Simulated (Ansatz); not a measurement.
**H2Si–AsH, triplet: reading a ladder of total energies**

Geometry: that of the H2Si–AsH, singlet, kept fixed.

```
atom   x (Å)    y (Å)    z (Å)
  Si  0.0000   0.0178   1.5348
  As  0.0000  -0.0269  -0.6308
   H  0.0000   1.2262   2.3951
   H  0.0000  -1.2232   2.3468
   H  0.0000   1.5001  -0.6172
```

Basis cc-pVDZ; Ansatz 0.2.0. Correlated methods freeze the noble-gas cores and the filled d shells of p-block atoms, which leaves 12 electrons in 41 orbitals. R marks a restricted (for open shells ROHF) determinant, U an unrestricted one. No spin–orbit coupling is included, and no scalar relativity.

Full CI isn't at hand for all of this; UCCSDT(Q) serves as the reference, and is uncertain by about the last step of the cluster series.

Runs differ by some tens of microhartree through their thresholds and, for an open shell, their frozen cores, so steps under 0.03 kcal/mol mean nothing.

| level | total energy (hartree) |
| --- | --- |
| UHF | -2524.762778 |
| UMP2 | -2524.938612 |
| UCCSD | -2524.978363 |
| UCCSD(T) | -2524.984087 |
| UCCSDT | -2524.985230 |
| UCCSDT(Q) | -2524.985531 |

Task: What is the correlation energy at UCCSDT(Q), and what share of it do UMP2 and UCCSD recover?

Result: E(corr) = -2524.985531 − (-2524.762778) = -0.222753 hartree = -6.061 eV. UMP2: -0.175834 / -0.222753 = 78.94 %. UCCSD: -0.215585 / -0.222753 = 96.78 %.

Task: By how many kcal/mol does UCCSD(T) miss UCCSDT(Q) (1 hartree = 627.509 kcal/mol), and which steps make up the rest?

Result: -2524.984087 − (-2524.985531) = 0.001444 hartree = 0.91 kcal/mol. Steps: UCCSDT − UCCSD(T) = -0.72, UCCSDT(Q) − UCCSDT = -0.19 kcal/mol. Differences between like states or geometries often cancel part of this.
